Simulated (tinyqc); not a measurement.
CIS and TDHF on RHF in the sto-3g basis, frozen core, for H2O, spin multiplicity 1, step by step. One step of it, computed by the program tinyqc.

Question. CIS matrix, singlets. A(ia,jb) = (e_a - e_i) d_ij d_ab + 2 (ia|jb) - (ij|ab).

orbital energies (hartree): MO1 -20.254884, MO2 -1.179889, MO3 -0.531539, MO4 -0.400846, MO5 -0.378499, MO6 0.400129, MO7 0.558976

Two-electron integrals over orbitals (pq|rs), unique and non-zero (hartree); the lowest 1 orbital is frozen and left out:
```
(22|22) 0.724373    (32|32) 0.125414    (33|22) 0.597747    (33|33) 0.573428
(42|22) -0.032359   (42|33) 0.003355    (42|42) 0.130834    (43|32) 0.031571
(43|43) 0.056897    (44|22) 0.663551    (44|33) 0.552691    (44|42) -0.093052
(44|44) 0.694716    (52|52) 0.152962    (53|53) 0.024963    (54|52) -0.040129
(54|54) 0.045726    (55|22) 0.758431    (55|33) 0.585483    (55|42) -0.077618
(55|44) 0.687672    (55|55) 0.880159    (62|22) -0.124339   (62|33) -0.056911
(62|42) -0.036881   (62|44) -0.062478   (62|55) -0.135612   (62|62) 0.090261
(63|32) 0.043401    (63|43) 0.043841    (63|63) 0.084935    (64|22) -0.136642
(64|33) -0.046317   (64|42) 0.041195    (64|44) -0.133370   (64|55) -0.155088
(64|62) 0.062778    (64|64) 0.100086    (65|52) -0.050034   (65|54) -0.007385
(65|65) 0.032531    (66|22) 0.572099    (66|33) 0.531847    (66|42) 0.047028
(66|44) 0.530891    (66|55) 0.559562    (66|62) -0.081763   (66|64) -0.050993
(66|66) 0.560608    (72|32) 0.060374    (72|43) -0.024957   (72|63) -0.026324
(72|72) 0.071961    (73|22) 0.177428    (73|33) 0.087427    (73|42) -0.069899
(73|44) 0.146709    (73|55) 0.208699    (73|62) -0.067185   (73|64) -0.102899
(73|66) 0.043653    (73|73) 0.158938    (74|32) -0.066753   (74|43) -0.015899
(74|63) -0.059368   (74|72) -0.018033   (74|74) 0.067913    (75|53) 0.024030
(75|75) 0.026227    (76|32) -0.084928   (76|43) -0.066487   (76|63) -0.075385
(76|72) -0.001099   (76|74) 0.059193    (76|76) 0.115537    (77|22) 0.608755
(77|33) 0.570852    (77|42) -0.023195   (77|44) 0.576650    (77|55) 0.611421
(77|62) -0.059882   (77|64) -0.057414   (77|66) 0.537147    (77|73) 0.106614
(77|77) 0.594247
```

Give: CIS matrix A, singlet.

Answer.

CIS matrix A, singlet (hartree), lower triangle:
```
         2>6      2>7      3>6      3>7     4>6     4>7     5>6     5>7
2>6   1.1884
2>7   0.0000   1.2740
3>6   0.0000   0.0323   0.5697
3>7  -0.0494   0.0000   0.0000   0.8375
4>6   0.0785   0.0000   0.0000  -0.1393  0.4703
4>7   0.0000  -0.0129  -0.0522   0.0000  0.0000  0.5190
5>6   0.0000   0.0000   0.0000   0.0000  0.0000  0.0000  0.2841
5>7   0.0000   0.0000   0.0000   0.0000  0.0000  0.0000  0.0000  0.3785
```
